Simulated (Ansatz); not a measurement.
# BSi (quartet): the correlation ladder, cc-pVTZ

An exercise on one series of results from a longer session: the logs are not shown, and one member is left open.

Method: cc-pVTZ, core rule «outside noble gas», up to 6 orbitals frozen; program: Ansatz 0.2.0, Gaussian basis.

To be run: UHF; CCSD(T) on ROHF; CCSD(T) on UHF; BCCD(T) on ROHF; CISD; CCSDT(Q) on ROHF; CCSDT(Q) on UHF; CASSCF and MRCISD+Q, 7 electrons in 8 orbitals; CASSCF and NEVPT2, 7 electrons in 8 orbitals.

16 further runs of the same task are left out: 7 that didn't finish, 9 set aside as unsound or not needed.

### The system

The geometry is a PBE0/def2-TZVP stationary point (not a proven minimum) of the parent state, kept for this charge and spin.

2 atoms, charge 0, spin multiplicity 4.

Atoms are counted from 1 here; the program's logs count them from 0.

Bond lengths: Si1–B2 1.919 Å.

Set-up of the first run:

Input file in.yaml:

```yaml
crystal:
  periodic: [false, false, false]
  atoms:
    - {symbol: Si, position_ang: [0.000000, 0.000000, 0.000000]}
    - {symbol: B, position_ang: [0.000000, 0.000000, 1.919159]}
basis:
  gaussian: {orbitals: cc-pVTZ}
magnetization: {spin_polarized: true, initial_magnetization: 3}
hamiltonian: {xc: hf}
output: {orbitals: {seedname: orbitals}}
```

Started as:

```
$ ansatz run in.yaml --threads 1 --pin off --events-out ev --progress --plain --max-ram 2393MiB
```

Steps of the session up to this table: UHF; CCSD(T) on ROHF; CCSD(T) on UHF; BCCD(T) on ROHF; CISD; CCSDT(Q) on ROHF; CCSDT(Q) on UHF; CASSCF and MRCISD+Q, 7 electrons in 8 orbitals; CASSCF and NEVPT2, 7 electrons in 8 orbitals.

One table of the session follows, with a row left open; its other results are not shown here.

It belongs to the step «Misses and costs». 

| method | from UCCSDT(Q) (meV) |
| --- | --- |
| ROHF | +4790.6 |
| UHF | +4737.9 |
| RMP2 | +1113.2 |
| UMP2 | +1131.2 |
| CISD | +524.6 |
| RCCSD | +362.1 |
| UCCSD | +358.9 |
| RCCSD(T) | +79.4 |
| UCCSD(T) | +78.7 |
| BCCD(T) | +77.0 |
| RCCSDT | +23.7 |
| UCCSDT | +22.3 |
| RCCSDT(Q) | +2.5 |
| UCCSDT(Q) | 0 |
| CASSCF valence | +3103.2 |
| NEVPT2 valence | +693.9 |
| MRCISD valence | +218.9 |
| MRCISD+Q valence | ? |

Estimate the missing values for MRCISD+Q valence.

As computed: from UCCSDT(Q) (meV): +15.2. In the column «from UCCSDT(Q) (meV)» it lies between RCCSDT(Q) (+2.5) and UCCSDT (+22.3).

Caveats from the session: Restricted and unrestricted rows rest on different reference determinants; where their highest levels disagree by more than a few hundredths of an eV, they describe different states and don't form one ladder.
